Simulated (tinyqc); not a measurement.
Worked calculation (part 1 of 2): MP2 on RHF in the sto-3g basis, frozen core, for NH3, spin multiplicity 1. Computed by tinyqc, a small Python program that keeps every step (integrals from PySCF). Settings: charge = 0, multiplicity = 1, basis = sto-3g, method = RHF, frozen orbitals = 1, energy threshold = 1e-10, iteration cap = 86, orthogonalisation = canonical, start = atomic densities, DIIS depth = 6. Command: `OMP_NUM_THREADS=1 python tinyqc.py 29871 29872 out.jsonl` (the two numbers bound the seeds that draw the settings). One thread of a shared host (Intel(R) Xeon(R) Processor @ 2.60GHz), about 0.1 s of CPU time with the checks. The early iterations of the SCF are left out here.

## One-electron integrals

Geometry (angstrom):
```
atom         x         y        z
N      0.00000   0.00000  0.54900
H      0.80200   0.00000  0.00000
H     -0.40100   0.69400  0.00000
H     -0.40100  -0.69400  0.00000
```

Basis sto-3g: exponents (1/bohr^2) and contraction coefficients of normalised primitives:
```
element  l (shell)  exponent  coefficient
N            s (1)  99.10617      0.15433
N            s (1)  18.05231      0.53533
N            s (1)   4.88566      0.44463
N            s (2)   3.78046     -0.09997
N            s (2)   0.87850      0.39951
N            s (2)   0.28571      0.70012
N            p (3)   3.78046      0.15592
N            p (3)   0.87850      0.60768
N            p (3)   0.28571      0.39196
H            s (1)   3.42525      0.15433
H            s (1)   0.62391      0.53533
H            s (1)   0.16886      0.44463
```

Overlap, kinetic and nuclear-attraction integrals over the contracted functions; the nuclear repulsion is the sum of Za Zb / Rab.

nuclear repulsion = 12.5803206 hartree

overlap S, order 1N 1s, 1N 2s, 1N 2px, 1N 2py, 1N 2pz, 2H 1s, 3H 1s, 4H 1s:
$$\begin{pmatrix}
1.00000 & 0.23504 & 0.00000 & 0.00000 & 0.00000 & 0.06421 & 0.06427 & 0.06427 \\
0.23504 & 1.00000 & 0.00000 & 0.00000 & 0.00000 & 0.52014 & 0.52039 & 0.52039 \\
0.00000 & 0.00000 & 1.00000 & 0.00000 & 0.00000 & 0.37385 & -0.18705 & -0.18705 \\
0.00000 & 0.00000 & 0.00000 & 1.00000 & 0.00000 & 0.00000 & 0.32373 & -0.32373 \\
0.00000 & 0.00000 & 0.00000 & 0.00000 & 1.00000 & -0.25591 & -0.25609 & -0.25609 \\
0.06421 & 0.52014 & 0.37385 & 0.00000 & -0.25591 & 1.00000 & 0.30032 & 0.30032 \\
0.06427 & 0.52039 & -0.18705 & 0.32373 & -0.25609 & 0.30032 & 1.00000 & 0.30066 \\
0.06427 & 0.52039 & -0.18705 & -0.32373 & -0.25609 & 0.30032 & 0.30066 & 1.00000
\end{pmatrix}$$

kinetic energy T (hartree), order 1N 1s, 1N 2s, 1N 2px, 1N 2py, 1N 2pz, 2H 1s, 3H 1s, 4H 1s:
$$\begin{pmatrix}
21.99075 & -0.12842 & 0.00000 & 0.00000 & 0.00000 & -0.00350 & -0.00347 & -0.00347 \\
-0.12842 & 0.60699 & 0.00000 & 0.00000 & 0.00000 & 0.13988 & 0.14005 & 0.14005 \\
0.00000 & 0.00000 & 1.89936 & 0.00000 & 0.00000 & 0.25836 & -0.12935 & -0.12935 \\
0.00000 & 0.00000 & 0.00000 & 1.89936 & 0.00000 & 0.00000 & 0.22387 & -0.22387 \\
0.00000 & 0.00000 & 0.00000 & 0.00000 & 1.89936 & -0.17686 & -0.17709 & -0.17709 \\
-0.00350 & 0.13988 & 0.25836 & 0.00000 & -0.17686 & 0.76003 & 0.02110 & 0.02110 \\
-0.00347 & 0.14005 & -0.12935 & 0.22387 & -0.17709 & 0.02110 & 0.76003 & 0.02120 \\
-0.00347 & 0.14005 & -0.12935 & -0.22387 & -0.17709 & 0.02110 & 0.02120 & 0.76003
\end{pmatrix}$$

nuclear attraction V (hartree), order 1N 1s, 1N 2s, 1N 2px, 1N 2py, 1N 2pz, 2H 1s, 3H 1s, 4H 1s:
$$\begin{pmatrix}
-47.81982 & -5.81697 & 0.00002 & 0.00000 & 0.02913 & -1.63383 & -1.63538 & -1.63538 \\
-5.81697 & -8.45461 & 0.00016 & 0.00000 & 0.32741 & -3.74106 & -3.74340 & -3.74340 \\
0.00002 & 0.00016 & -8.40234 & 0.00000 & -0.00010 & -2.43411 & 1.21818 & 1.21818 \\
0.00000 & 0.00000 & 0.00000 & -8.40227 & 0.00000 & 0.00000 & -2.10814 & 2.10814 \\
0.02913 & 0.32741 & -0.00010 & 0.00000 & -8.39334 & 1.78879 & 1.79031 & 1.79031 \\
-1.63383 & -3.74106 & -2.43411 & 0.00000 & 1.78879 & -5.66424 & -1.81808 & -1.81808 \\
-1.63538 & -3.74340 & 1.21818 & -2.10814 & 1.79031 & -1.81808 & -5.66575 & -1.82025 \\
-1.63538 & -3.74340 & 1.21818 & 2.10814 & 1.79031 & -1.81808 & -1.82025 & -5.66575
\end{pmatrix}$$

core Hamiltonian H = T + V (hartree), order 1N 1s, 1N 2s, 1N 2px, 1N 2py, 1N 2pz, 2H 1s, 3H 1s, 4H 1s:
$$\begin{pmatrix}
-25.82907 & -5.94538 & 0.00002 & 0.00000 & 0.02913 & -1.63734 & -1.63886 & -1.63886 \\
-5.94538 & -7.84761 & 0.00016 & 0.00000 & 0.32741 & -3.60118 & -3.60335 & -3.60335 \\
0.00002 & 0.00016 & -6.50298 & 0.00000 & -0.00010 & -2.17575 & 1.08883 & 1.08883 \\
0.00000 & 0.00000 & 0.00000 & -6.50291 & 0.00000 & 0.00000 & -1.88427 & 1.88427 \\
0.02913 & 0.32741 & -0.00010 & 0.00000 & -6.49398 & 1.61193 & 1.61321 & 1.61321 \\
-1.63734 & -3.60118 & -2.17575 & 0.00000 & 1.61193 & -4.90421 & -1.79698 & -1.79698 \\
-1.63886 & -3.60335 & 1.08883 & -1.88427 & 1.61321 & -1.79698 & -4.90572 & -1.79906 \\
-1.63886 & -3.60335 & 1.08883 & 1.88427 & 1.61321 & -1.79698 & -1.79906 & -4.90572
\end{pmatrix}$$

## Two-electron integrals

Functions are numbered as in S; the eight-fold symmetry (ij|kl) = (ji|kl) = (kl|ij) leaves the list below.

Two-electron integrals (ij|kl) in chemists' order, unique and non-zero (hartree):
```
(11|11) 4.16663    (21|11) 0.64085    (21|21) 0.11746    (22|11) 0.96986
(22|21) 0.22094    (22|22) 0.70825    (31|31) 0.02096    (32|31) 0.03245
(32|32) 0.15645    (33|11) 0.96712    (33|21) 0.22098    (33|22) 0.70809
(33|33) 0.76280    (41|41) 0.02096    (42|41) 0.03245    (42|42) 0.15645
(43|43) 0.04112    (44|11) 0.96712    (44|21) 0.22098    (44|22) 0.70809
(44|33) 0.68057    (44|44) 0.76280    (51|51) 0.02096    (52|51) 0.03245
(52|52) 0.15645    (53|53) 0.04112    (54|54) 0.04112    (55|11) 0.96712
(55|21) 0.22098    (55|22) 0.70809    (55|33) 0.68057    (55|44) 0.68057
(55|55) 0.76280    (61|11) 0.17784    (61|21) 0.03231    (61|22) 0.06034
(61|31) 0.00140    (61|32) 0.00261    (61|33) 0.06050    (61|44) 0.06020
(61|51) -0.00096   (61|52) -0.00179   (61|53) -0.00021   (61|55) 0.06034
(61|61) 0.00904    (62|11) 0.39921    (62|21) 0.09192    (62|22) 0.32142
(62|31) 0.00632    (62|32) 0.04632    (62|33) 0.32775    (62|44) 0.31516
(62|51) -0.00433   (62|52) -0.03171   (62|53) -0.00862   (62|55) 0.32106
(62|61) 0.02593    (62|62) 0.17999    (63|11) 0.24835    (63|21) 0.05795
(63|22) 0.21576    (63|31) 0.01327    (63|32) 0.08445    (63|33) 0.23261
(63|44) 0.20531    (63|51) -0.00240   (63|52) -0.02015   (63|53) -0.01215
(63|55) 0.20915    (63|61) 0.01713    (63|62) 0.14523    (63|63) 0.14040
(64|41) 0.00976    (64|42) 0.05501    (64|43) 0.00955    (64|54) -0.00654
(64|64) 0.02497    (65|11) -0.17001   (65|21) -0.03967   (65|22) -0.14770
(65|31) -0.00240   (65|32) -0.02015   (65|33) -0.14615   (65|44) -0.14054
(65|51) 0.01140    (65|52) 0.06881    (65|53) 0.01339    (65|55) -0.15625
(65|61) -0.01173   (65|62) -0.09941   (65|63) -0.07902   (65|65) 0.07906
(66|11) 0.52486    (66|21) 0.12279    (66|22) 0.48705    (66|31) 0.01147
(66|32) 0.11149    (66|33) 0.51071    (66|44) 0.46399    (66|51) -0.00785
(66|52) -0.07632   (66|53) -0.03198   (66|55) 0.48589    (66|61) 0.03510
(66|62) 0.33312    (66|63) 0.30224    (66|65) -0.20689   (66|66) 0.77461
(71|11) 0.17801    (71|21) 0.03234    (71|22) 0.06040    (71|31) -0.00070
(71|32) -0.00131   (71|33) 0.06033    (71|41) 0.00121    (71|42) 0.00226
(71|43) -0.00013   (71|44) 0.06048    (71|51) -0.00096   (71|52) -0.00179
(71|53) 0.00011    (71|54) -0.00018   (71|55) 0.06040    (71|61) 0.00890
(71|62) 0.02510    (71|63) 0.01540    (71|64) 0.00069    (71|65) -0.01136
(71|66) 0.03350    (71|71) 0.00905    (72|11) 0.39946    (72|21) 0.09198
(72|22) 0.32161    (72|31) -0.00316   (72|32) -0.02318   (72|33) 0.31850
(72|41) 0.00547    (72|42) 0.04012    (72|43) -0.00545   (72|44) 0.32478
(72|51) -0.00433   (72|52) -0.03174   (72|53) 0.00431    (72|54) -0.00746
(72|55) 0.32125    (72|61) 0.02509    (72|62) 0.14826    (72|63) 0.09082
(72|64) 0.01503    (72|65) -0.08000   (72|66) 0.23034    (72|71) 0.02597
(72|72) 0.18017    (73|11) -0.12428   (73|21) -0.02900   (73|22) -0.10797
(73|31) 0.01064    (73|32) 0.06242    (73|33) -0.11332   (73|41) -0.00152
(73|42) -0.01275   (73|43) 0.01005    (73|44) -0.10581   (73|51) 0.00120
(73|52) 0.01009    (73|53) -0.00795   (73|54) 0.00243    (73|55) -0.10466
(73|61) -0.00711   (73|62) -0.03240   (73|63) -0.00038   (73|64) -0.00254
(73|65) 0.01694    (73|66) -0.03335   (73|71) -0.00858   (73|72) -0.07271
(73|73) 0.05390    (74|11) 0.21509    (74|21) 0.05019    (74|22) 0.18686
(74|31) -0.00152   (74|32) -0.01275   (74|33) 0.17958    (74|41) 0.01240
(74|42) 0.07712    (74|43) -0.00786   (74|44) 0.19967    (74|51) -0.00208
(74|52) -0.01746   (74|53) 0.00243    (74|54) -0.01075   (74|55) 0.18113
(74|61) 0.01367    (74|62) 0.08612    (74|63) 0.05210    (74|64) 0.02825
(74|65) -0.04549   (74|66) 0.13331    (74|71) 0.01485    (74|72) 0.12583
(74|73) -0.05002   (74|74) 0.11157    (75|11) -0.17015   (75|21) -0.03970
(75|22) -0.14782   (75|31) 0.00120    (75|32) 0.01009    (75|33) -0.14206
(75|41) -0.00208   (75|42) -0.01746   (75|43) 0.00243    (75|44) -0.14486
(75|51) 0.01141    (75|52) 0.06886    (75|53) -0.00670   (75|54) 0.01160
(75|55) -0.15638   (75|61) -0.01136   (75|62) -0.08001   (75|63) -0.04790
(75|64) -0.00809   (75|65) 0.06235    (75|66) -0.13536   (75|71) -0.01175
(75|72) -0.09954   (75|73) 0.03957    (75|74) -0.06848   (75|75) 0.07917
(76|11) 0.18291    (76|21) 0.04247    (76|22) 0.15953    (76|31) 0.00114
(76|32) 0.00965    (76|33) 0.15790    (76|41) 0.00198    (76|42) 0.01671
(76|43) 0.00045    (76|44) 0.15842    (76|51) -0.00313   (76|52) -0.02643
(76|53) -0.00268   (76|54) -0.00464   (76|55) 0.16210    (76|61) 0.01189
(76|62) 0.08877    (76|63) 0.06557    (76|64) 0.00800    (76|65) -0.05437
(76|66) 0.16629    (76|71) 0.01190    (76|72) 0.08881    (76|73) -0.02587
(76|74) 0.06078    (76|75) -0.05441   (76|76) 0.05250    (77|11) 0.52504
(77|21) 0.12283    (77|22) 0.48718    (77|31) -0.00574   (77|32) -0.05579
(77|33) 0.47581    (77|41) 0.00993    (77|42) 0.09655    (77|43) -0.02023
(77|44) 0.49914    (77|51) -0.00786   (77|52) -0.07637   (77|53) 0.01601
(77|54) -0.02770   (77|55) 0.48603    (77|61) 0.03348    (77|62) 0.23026
(77|63) 0.13213    (77|64) 0.03780    (77|65) -0.13530   (77|66) 0.37013
(77|71) 0.03515    (77|72) 0.33332    (77|73) -0.15125   (77|74) 0.26176
(77|75) -0.20707   (77|76) 0.16629    (77|77) 0.77461    (81|11) 0.17801
(81|21) 0.03234    (81|22) 0.06040    (81|31) -0.00070   (81|32) -0.00131
(81|33) 0.06033    (81|41) -0.00121   (81|42) -0.00226   (81|43) 0.00013
(81|44) 0.06048    (81|51) -0.00096   (81|52) -0.00179   (81|53) 0.00011
(81|54) 0.00018    (81|55) 0.06040    (81|61) 0.00890    (81|62) 0.02510
(81|63) 0.01540    (81|64) -0.00069   (81|65) -0.01136   (81|66) 0.03350
(81|71) 0.00890    (81|72) 0.02511    (81|73) -0.00830   (81|74) 0.01300
(81|75) -0.01137   (81|76) 0.01159    (81|77) 0.03351    (81|81) 0.00905
(82|11) 0.39946    (82|21) 0.09198    (82|22) 0.32161    (82|31) -0.00316
(82|32) -0.02318   (82|33) 0.31850    (82|41) -0.00547   (82|42) -0.04012
(82|43) 0.00545    (82|44) 0.32478    (82|51) -0.00433   (82|52) -0.03174
(82|53) 0.00431    (82|54) 0.00746    (82|55) 0.32125    (82|61) 0.02509
(82|62) 0.14826    (82|63) 0.09082    (82|64) -0.01503   (82|65) -0.08000
(82|66) 0.23034    (82|71) 0.02511    (82|72) 0.14836    (82|73) -0.05849
(82|74) 0.07114    (82|75) -0.08007   (82|76) 0.07495    (82|77) 0.23044
(82|81) 0.02597    (82|82) 0.18017    (83|11) -0.12428   (83|21) -0.02900
(83|22) -0.10797   (83|31) 0.01064    (83|32) 0.06242    (83|33) -0.11332
(83|41) 0.00152    (83|42) 0.01275    (83|43) -0.01005   (83|44) -0.10581
(83|51) 0.00120    (83|52) 0.01009    (83|53) -0.00795   (83|54) -0.00243
(83|55) -0.10466   (83|61) -0.00711   (83|62) -0.03240   (83|63) -0.00038
(83|64) 0.00254    (83|65) 0.01694    (83|66) -0.03335   (83|71) -0.00830
(83|72) -0.05849   (83|73) 0.04261    (83|74) -0.02734   (83|75) 0.03099
(83|76) -0.02153   (83|77) -0.09892   (83|81) -0.00858   (83|82) -0.07271
(83|83) 0.05390    (84|11) -0.21509   (84|21) -0.05019   (84|22) -0.18686
(84|31) 0.00152    (84|32) 0.01275    (84|33) -0.17958   (84|41) 0.01240
(84|42) 0.07712    (84|43) -0.00786   (84|44) -0.19967   (84|51) 0.00208
(84|52) 0.01746    (84|53) -0.00243   (84|54) -0.01075   (84|55) -0.18113
(84|61) -0.01367   (84|62) -0.08612   (84|63) -0.05210   (84|64) 0.02825
(84|65) 0.04549    (84|66) -0.13331   (84|71) -0.01300   (84|72) -0.07114
(84|73) 0.02734    (84|74) -0.01466   (84|75) 0.03744    (84|76) -0.03725
(84|77) -0.09553   (84|81) -0.01485   (84|82) -0.12583   (84|83) 0.05002
(84|84) 0.11157    (85|11) -0.17015   (85|21) -0.03970   (85|22) -0.14782
(85|31) 0.00120    (85|32) 0.01009    (85|33) -0.14206   (85|41) 0.00208
(85|42) 0.01746    (85|43) -0.00243   (85|44) -0.14486   (85|51) 0.01141
(85|52) 0.06886    (85|53) -0.00670   (85|54) -0.01160   (85|55) -0.15638
(85|61) -0.01136   (85|62) -0.08001   (85|63) -0.04790   (85|64) 0.00809
(85|65) 0.06235    (85|66) -0.13536   (85|71) -0.01137   (85|72) -0.08007
(85|73) 0.03099    (85|74) -0.03744   (85|75) 0.06241    (85|76) -0.04484
(85|77) -0.13543   (85|81) -0.01175   (85|82) -0.09954   (85|83) 0.03957
(85|84) 0.06848    (85|85) 0.07917    (86|11) 0.18291    (86|21) 0.04247
(86|22) 0.15953    (86|31) 0.00114    (86|32) 0.00965    (86|33) 0.15790
(86|41) -0.00198   (86|42) -0.01671   (86|43) -0.00045   (86|44) 0.15842
(86|51) -0.00313   (86|52) -0.02643   (86|53) -0.00268   (86|54) 0.00464
(86|55) 0.16210    (86|61) 0.01189    (86|62) 0.08877    (86|63) 0.06557
(86|64) -0.00800   (86|65) -0.05437   (86|66) 0.16629    (86|71) 0.01159
(86|72) 0.07495    (86|73) -0.02153   (86|74) 0.03725    (86|75) -0.04484
(86|76) 0.04493    (86|77) 0.11982    (86|81) 0.01190    (86|82) 0.08881
(86|83) -0.02587   (86|84) -0.06078   (86|85) -0.05441   (86|86) 0.05250
(87|11) 0.18312    (87|21) 0.04252    (87|22) 0.15972    (87|31) -0.00229
(87|32) -0.01933   (87|33) 0.15887    (87|44) 0.15782    (87|51) -0.00313
(87|52) -0.02646   (87|53) 0.00536    (87|55) 0.16229    (87|61) 0.01159
(87|62) 0.07499    (87|63) 0.04306    (87|65) -0.04486   (87|66) 0.11991
(87|71) 0.01191    (87|72) 0.08893    (87|73) -0.03979   (87|74) 0.05284
(87|75) -0.05448   (87|76) 0.04497    (87|77) 0.16652    (87|81) 0.01191
(87|82) 0.08893    (87|83) -0.03979   (87|84) -0.05284   (87|85) -0.05448
(87|86) 0.04497    (87|87) 0.05263    (88|11) 0.52504    (88|21) 0.12283
(88|22) 0.48718    (88|31) -0.00574   (88|32) -0.05579   (88|33) 0.47581
(88|41) -0.00993   (88|42) -0.09655   (88|43) 0.02023    (88|44) 0.49914
(88|51) -0.00786   (88|52) -0.07637   (88|53) 0.01601    (88|54) 0.02770
(88|55) 0.48603    (88|61) 0.03348    (88|62) 0.23026    (88|63) 0.13213
(88|64) -0.03780   (88|65) -0.13530   (88|66) 0.37013    (88|71) 0.03351
(88|72) 0.23044    (88|73) -0.09892   (88|74) 0.09553    (88|75) -0.13543
(88|76) 0.11982    (88|77) 0.37032    (88|81) 0.03515    (88|82) 0.33332
(88|83) -0.15125   (88|84) -0.26176   (88|85) -0.20707   (88|86) 0.16629
(88|87) 0.16652    (88|88) 0.77461
```

## Orthogonalisation

S = U s U^T; canonical form X = U s^(-1/2), so that X^T S X = 1. Each column of U has its largest component positive (the first on a tie).

eigenvalues of S: [0.23756, 0.36780, 0.36795, 0.88838, 1.09233, 1.33154, 1.33184, 2.38261]

X, order 1N 1s, 1N 2s, 1N 2px, 1N 2py, 1N 2pz, 2H 1s, 3H 1s, 4H 1s:
$$\begin{pmatrix}
-0.28709 & 0.00000 & 0.00035 & 0.76727 & 0.62986 & 0.00000 & 0.00009 & 0.10053 \\
1.49449 & 0.00000 & -0.00116 & -0.28643 & 0.31015 & 0.00000 & 0.00016 & 0.34975 \\
-0.00121 & 0.00000 & -0.96729 & 0.00007 & -0.00009 & 0.00000 & 0.70167 & -0.00010 \\
0.00000 & 0.96712 & 0.00000 & 0.00000 & 0.00000 & 0.70189 & 0.00000 & 0.00000 \\
-0.69186 & 0.00000 & 0.00042 & -0.65406 & 0.63640 & 0.00000 & 0.00002 & -0.16370 \\
-0.68544 & 0.00000 & 1.09057 & -0.09511 & -0.07655 & 0.00000 & 0.41521 & 0.29455 \\
-0.68743 & -0.94434 & -0.54440 & -0.09502 & -0.07647 & 0.35941 & -0.20748 & 0.29472 \\
-0.68743 & 0.94434 & -0.54440 & -0.09502 & -0.07647 & -0.35941 & -0.20748 & 0.29472
\end{pmatrix}$$

## Iteration 8 (converged): orbitals

converged F (hartree), order 1N 1s, 1N 2s, 1N 2px, 1N 2py, 1N 2pz, 2H 1s, 3H 1s, 4H 1s:
$$\begin{pmatrix}
-15.32313 & -3.89740 & 0.00001 & 0.00000 & 0.03169 & -1.08119 & -1.08218 & -1.08218 \\
-3.89740 & -1.97434 & 0.00014 & 0.00000 & 0.19426 & -0.96302 & -0.96361 & -0.96361 \\
0.00001 & 0.00014 & -0.32728 & 0.00000 & -0.00011 & -0.41273 & 0.20653 & 0.20653 \\
0.00000 & 0.00000 & 0.00000 & -0.32731 & 0.00000 & 0.00000 & -0.35740 & 0.35740 \\
0.03169 & 0.19426 & -0.00011 & 0.00000 & -0.40751 & 0.34926 & 0.34948 & 0.34948 \\
-1.08119 & -0.96302 & -0.41273 & 0.00000 & 0.34926 & -0.62390 & -0.46168 & -0.46168 \\
-1.08218 & -0.96361 & 0.20653 & -0.35740 & 0.34948 & -0.46168 & -0.62447 & -0.46218 \\
-1.08218 & -0.96361 & 0.20653 & 0.35740 & 0.34948 & -0.46168 & -0.46218 & -0.62447
\end{pmatrix}$$

Diagonalise F' = X^T F X, C = X C', fill 5 alpha and 5 beta electrons from the bottom; D = 2 C_occ C_occ^T. Each column has its largest component positive (the first on a tie).

F' = X^T F X (hartree):
$$\begin{pmatrix}
0.54643 & 0.00000 & 0.00048 & 0.78455 & 0.46899 & 0.00000 & -0.00008 & -0.16134 \\
0.00000 & 0.71002 & 0.00000 & 0.00000 & 0.00000 & 0.11331 & 0.00000 & 0.00000 \\
0.00048 & 0.00000 & 0.70987 & -0.00144 & -0.00113 & 0.00000 & -0.11316 & -0.00005 \\
0.78455 & 0.00000 & -0.00144 & -7.19859 & -6.99496 & 0.00000 & -0.00118 & -2.42125 \\
0.46899 & 0.00000 & -0.00113 & -6.99496 & -7.53395 & 0.00000 & -0.00127 & -2.53982 \\
0.00000 & 0.11331 & 0.00000 & 0.00000 & 0.00000 & -0.56382 & 0.00000 & 0.00000 \\
-0.00008 & 0.00000 & -0.11316 & -0.00118 & -0.00127 & 0.00000 & -0.56392 & -0.00040 \\
-0.16134 & 0.00000 & -0.00005 & -2.42125 & -2.53982 & 0.00000 & -0.00040 & -1.99703
\end{pmatrix}$$

orbital energies (hartree): MO1 -15.33112, MO2 -1.16455, MO3 -0.57389, MO4 -0.57382, MO5 -0.40363, MO6 0.71614, MO7 0.71986, MO8 0.72002

coefficients C, order 1N 1s, 1N 2s, 1N 2px, 1N 2py, 1N 2pz, 2H 1s, 3H 1s, 4H 1s:
$$\begin{pmatrix}
0.99330 & -0.21424 & -0.00009 & 0.00000 & -0.12223 & -0.17417 & 0.01189 & 0.00000 \\
0.03323 & 0.70868 & 0.00046 & 0.00000 & 0.61267 & 1.28360 & -0.08792 & 0.00000 \\
0.00000 & -0.00015 & 0.61403 & 0.00000 & -0.00028 & 0.06954 & 1.02280 & 0.00000 \\
0.00000 & 0.00000 & 0.00000 & 0.61415 & 0.00000 & 0.00000 & 0.00000 & 1.02508 \\
-0.00768 & -0.20372 & 0.00021 & 0.00000 & 0.79500 & -0.81337 & 0.05571 & 0.00000 \\
-0.00714 & 0.15175 & 0.50925 & 0.00000 & -0.15196 & -0.79557 & -0.99740 & 0.00000 \\
-0.00715 & 0.15193 & -0.25460 & 0.44104 & -0.15172 & -0.68882 & 0.57295 & -0.90908 \\
-0.00715 & 0.15193 & -0.25460 & -0.44104 & -0.15172 & -0.68882 & 0.57295 & 0.90908
\end{pmatrix}$$

D after iteration 8, order 1N 1s, 1N 2s, 1N 2px, 1N 2py, 1N 2pz, 2H 1s, 3H 1s, 4H 1s:
$$\begin{pmatrix}
2.09495 & -0.38741 & 0.00002 & 0.00000 & -0.12231 & -0.04215 & -0.04216 & -0.04216 \\
-0.38741 & 1.75739 & 0.00001 & 0.00000 & 0.68489 & 0.02889 & 0.02871 & 0.02871 \\
0.00002 & 0.00001 & 0.75406 & 0.00000 & -0.00013 & 0.62543 & -0.31262 & -0.31262 \\
0.00000 & 0.00000 & 0.00000 & 0.75437 & 0.00000 & 0.00000 & 0.54174 & -0.54174 \\
-0.12231 & 0.68489 & -0.00013 & 0.00000 & 1.34718 & -0.30312 & -0.30314 & -0.30314 \\
-0.04215 & 0.02889 & 0.62543 & 0.00000 & -0.30312 & 0.61102 & -0.16698 & -0.16698 \\
-0.04216 & 0.02871 & -0.31262 & 0.54174 & -0.30314 & -0.16698 & 0.61098 & -0.16709 \\
-0.04216 & 0.02871 & -0.31262 & -0.54174 & -0.30314 & -0.16698 & -0.16709 & 0.61098
\end{pmatrix}$$

## Convergence

Stop when the energy changes by less than 1e-10 hartree and every element of the error matrix X^T (F D S - S D F) X is below 3e-06.

Course of the cycle:
```
iteration  E (hartree)     change  largest element of the error matrix
1          -55.7901245          -                             1.86e+00
2          -55.4016986   3.88e-01                             1.59e-01
3          -55.4199980  -1.83e-02                             3.55e-02
4          -55.4208205  -8.22e-04                             6.98e-03
5          -55.4209061  -8.56e-05                             1.35e-03
6          -55.4209083  -2.25e-06                             5.09e-05
7          -55.4209083  -2.04e-09                             3.01e-07
8          -55.4209083  -8.53e-14                             1.22e-08
```

PySCF RHF in the same basis = -55.4209083 hartree

Converged in 8 iterations.
